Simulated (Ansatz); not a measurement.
# AlH3+ (doublet): the correlation ladder at a displaced geometry (v2), cc-pVTZ

How much of the correlation energy of AlH3+ (doublet) does each wave-function method recover here?

The runs use Ansatz 0.2.0, Gaussian basis; cc-pVTZ, core rule «outside noble gas», up to 5 orbitals frozen.

To be run: UHF; CCSD(T) on ROHF; CCSD(T) on UHF; BCCD(T) on ROHF; CCSDT(Q) on ROHF; CCSDT(Q) on UHF.

18 further runs of the same task are left out: 9 for a known fault of the program, 5 that didn't finish, 4 set aside as unsound or not needed.

## 1. What is computed

The geometry is a PBE0/def2-TZVP stationary point (not a proven minimum) with its atoms shifted at random (size 0.100 Å).

4 atoms, charge 1, spin multiplicity 2.

Atoms are counted from 1 here; the program's logs count them from 0.

Bond lengths: Al1–H2 1.559 Å, Al1–H3 1.564 Å. Angles: H2–Al1–H3 164.9°.

## 2. UHF

in.yaml reads:

```yaml
crystal:
  periodic: [false, false, false]
  atoms:
    - {symbol: Al, position_ang: [0.008676, 0.060334, -0.001231]}
    - {symbol: H, position_ang: [-0.156198, 0.237750, -1.540835]}
    - {symbol: H, position_ang: [-0.079578, 0.205327, 1.553381]}
    - {symbol: H, position_ang: [0.003531, -2.058158, 0.020397]}
basis:
  gaussian: {orbitals: cc-pVTZ}
total_charge: 1
magnetization: {spin_polarized: true, initial_magnetization: 1}
hamiltonian: {xc: hf}
output: {orbitals: {seedname: orbitals}}
```

Started as:

```console
$ ansatz run in.yaml --threads 1 --pin off --events-out ev --progress --plain --max-ram 2393MiB
```

After this run come: CCSD(T) on ROHF; CCSD(T) on UHF; BCCD(T) on ROHF; CCSDT(Q) on ROHF; CCSDT(Q) on UHF.

Q: Predict the results of all the runs planned. Wanted: UCCSDT(Q) below the RHF energy; RMP2 from UCCSDT(Q); UMP2 from UCCSDT(Q); RCCSD from UCCSDT(Q); RCCSD(T) from UCCSDT(Q); UCCSD(T) from UCCSDT(Q); RCCSDT(Q) from UCCSDT(Q); T1 diagnostic.

**Answer**, as computed:

| quantity | value |
| --- | --- |
| UCCSDT(Q) below the RHF energy | -2.2772 eV |
| RMP2 from UCCSDT(Q) | +51.7 kJ/mol |
| UMP2 from UCCSDT(Q) | +51.3 kJ/mol |
| RCCSD from UCCSDT(Q) | +3.7 kJ/mol |
| RCCSD(T) from UCCSDT(Q) | +1.0 kJ/mol |
| UCCSD(T) from UCCSDT(Q) | +1.0 kJ/mol |
| RCCSDT(Q) from UCCSDT(Q) | 0.0 kJ/mol |
| levels within 1 kcal/mol (43 meV) | RCCSD, UCCSD, RCCSD(T), UCCSD(T), BCCD(T), RCCSDT, UCCSDT, RCCSDT(Q) |
| T1 diagnostic | 0.019 |

**Reading.** RCCSD(T) lands +1.0 kJ/mol from the yardstick (0.5 % of the correlation energy). These misses are within one basis, not against nature; the frozen cores of restricted and unrestricted runs differ, which can shift their rows.
